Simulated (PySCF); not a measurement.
**How the functional moves excitation energies**

1,2-propanediol, C3H8O2.
Z-matrix (Å and degrees, PBE0-D3(BJ)/def2-SVP geometry), rows numbered from 1:
```
C 
C   1  1.5174
O   2  1.4166  1  111.36
C   2  1.5223  1  112.48  3  -116.85
O   4  1.3971  2  110.93  1    63.21
H   1  1.1025  2  111.19  3   -57.13
H   1  1.1004  2  111.04  3  -176.74
H   1  1.0997  2  109.75  3    63.47
H   2  1.1093  1  109.64  3   122.48
H   3  0.9619  2  108.72  1    44.98
H   4  1.1087  2  108.31  1  -173.74
H   4  1.1015  2  110.03  1   -56.52
H   5  0.9671  4  104.89  2    48.26
```

Linear-response calculations in the def2-SVPD basis (PySCF; singlets by full response, triplets Tamm–Dancoff, core orbitals frozen in the response; HF means time-dependent Hartree–Fock). 'Strongest' is the level of largest summed f among the singlets computed (10 roots, of which the last may lack a degenerate partner); it can jump between rows when another state enters that window. S1 is the lowest singlet of each run and needn't be the same state throughout; f(S1) is that of one state. The structure is a single PBE0-D3(BJ)/def2-SVP conformer in the gas phase; no vibrational or solvent corrections.

```
functional                               kind  S1 (eV)  f(S1)  strongest (eV)  T1 (eV)  HOMO (eV)  gap (eV)  ionisation energy, ΔSCF (eV)
       LDA                                LDA     5.77  0.002            7.35     5.69      -6.28      5.73                         10.04
       PBE                                GGA     5.73  0.002            7.27     5.64      -6.15      5.70                          9.88
     B3LYP  global hybrid, 20% exact exchange     6.67  0.002            8.08     6.53      -7.55      7.54                         10.17
      PBE0  global hybrid, 25% exact exchange     6.98  0.002            8.36     6.80      -7.78      8.10                         10.20
 BHandHLYP  global hybrid, 50% exact exchange     7.74  0.007            9.11     7.42      -9.39     10.21                         10.33
 CAM-B3LYP             range-separated hybrid     7.24  0.008            8.61     6.94      -9.28     10.24                         10.40
   wB97X-D             range-separated hybrid     7.50  0.009            8.86     7.27      -9.73     11.72                         10.80
        HF                       Hartree–Fock     8.87  0.006           10.42     8.39     -11.87     14.27                   not settled
```

**Question.** What does LC-wPBE (range-separated hybrid) give?

**Answer.** S1 (eV) 7.74, f(S1) 0.009, strongest (eV) 9.23, T1 (eV) 7.37, HOMO (eV) -10.60, gap (eV) 12.69, ionisation energy, ΔSCF (eV) 10.50. S1 runs from 5.73 eV (PBE) to 8.87 eV (HF), a spread of 3.14 eV, while the orbital gap spreads over 8.6 eV. Along PBE (0%), B3LYP (20%), PBE0 (25%), BHandHLYP (50%), HF (100%) S1 rises with the share of exact exchange. −ε(HOMO) comes closest to its own ΔSCF ionisation energy with LC-wPBE (+0.10 eV) and misses most with LDA (-3.76 eV). 'Not settled' means that the ion's SCF failed to converge or may have ended in another state than the lowest.
